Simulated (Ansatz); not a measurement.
## H4OSSi, SMILES O[SiH2]S: a composite energy at a relaxed geometry, step by step

Program: Ansatz's Python interface.

Contents of `h4ossi.xyz`:
```text
7

O    -1.36880   -0.42720    0.15420
Si   -0.05670    0.54990    0.20150
S     1.42770   -0.54750   -0.83030
H    -1.56290   -0.71650   -0.74040
H    -0.30530    1.81670   -0.52710
H     0.35130    0.78940    1.60660
H     1.57590   -1.53290    0.08980
```

Typed at the interpreter:
```pycon
>>> import itertools
>>> import ansatz as az
>>> from ase.data import atomic_numbers, covalent_radii
>>> import numpy as np
>>> geometry = az.Crystal.molecule_from_extxyz("h4ossi.xyz")
>>> model = geometry.calculation().basis(gaussian="def2-SVP").functional("b3lyp", dispersion="d3bj")
>>> symbols = [site.symbol for site in geometry.cartesian_sites]
>>> start = np.array([site.position_ang for site in geometry.cartesian_sites], dtype=float)
>>> r = model.relax(force_tolerance=0.01, max_steps=100).run(threads=1, pin="off").report
>>> end = np.array(r["positions_ang"])
>>> # pairs closer than 1.2 times the sum of covalent radii, before or after
>>> radius = [covalent_radii[atomic_numbers[s]] for s in symbols]
>>> span = lambda where, i, j: np.linalg.norm(where[i] - where[j])
>>> bonded = [(i, j) for i, j in itertools.combinations(range(len(symbols)), 2) if min(span(start, i, j), span(end, i, j)) < 1.2 * (radius[i] + radius[j])]
>>> print("pair        before    after (A)")
pair        before    after (A)
>>> for i, j in bonded:
...     print(f"{symbols[i]}{i}-{symbols[j]}{j}".ljust(10), f"{span(start, i, j):8.4f} {span(end, i, j):8.4f}")
...
O0-Si1       1.6366   1.6651
O0-H3        0.9600   0.9654
Si1-S2       2.1148   2.1571
Si1-H4       1.4824   1.4895
Si1-H5       1.4826   1.4818
S2-H6        1.3563   1.3542
>>> minimum = az.Crystal.molecule()
>>> for symbol, place in zip(symbols, end):
...     minimum = minimum.atom(symbol, place.tolist())
...
>>> at_minimum = minimum.calculation()
>>> # MP2 extrapolated to the basis limit, plus the small-basis difference CCSD(T) - MP2
>>> level = lambda method, basis: at_minimum.basis(gaussian=basis).correlation(method).run(threads=1, pin="off").report
>>> small, large, cluster = level("mp2", "cc-pVDZ"), level("mp2", "cc-pVTZ"), level("ccsd_t", "cc-pVDZ")
>>> corr = lambda each: (each["free_energy_ev"] - each["reference_energy_ev"]) / 27.211386246
>>> mp2_limit = (27 * corr(large) - 8 * corr(small)) / 19
>>> pieces = {"HF / cc-pVTZ": large["reference_energy_ev"] / 27.211386246, "MP2 correlation, DZ-TZ limit": mp2_limit, "CCSD(T) - MP2 / cc-pVDZ": corr(cluster) - corr(small)}
>>> for name, value in pieces.items():
...     print(f"{name:32s} {value:14.6f} Ha")
...
HF / cc-pVTZ                        -763.796469 Ha
MP2 correlation, DZ-TZ limit          -0.598808 Ha
CCSD(T) - MP2 / cc-pVDZ               -0.048316 Ha
>>> print(f"{'sum':32s} {sum(pieces.values()):14.6f} Ha")
sum                                 -764.443594 Ha
>>> print("T1 diagnostic", round(cluster["correlation"]["coupled_cluster"]["t1_diagnostic"], 4))
T1 diagnostic 0.0113
```

Caveats:
- Total energies depend on the basis set; only differences at equal settings carry meaning.
- The sum leaves out core correlation, relativity, the Hartree-Fock basis error and zero-point energy; a DZ-TZ extrapolation is rough.
- b3lyp holds the VWN-RPA fit, as in Gaussian; the form of ORCA and Turbomole is b3lyp5.
- Inner cores stay frozen, so this is valence correlation.
- For Al to Cl the sets with a tight d function, cc-pV(X+d)Z, are usual.
- An extrapolation from small basis sets is rough.
- Timing: 16 s on 1 thread of INTEL(R) XEON(R) PLATINUM 8581C CPU @ 2.30GHz (Emerald Rapids), with other jobs on the host, peak memory 0.34 GiB.
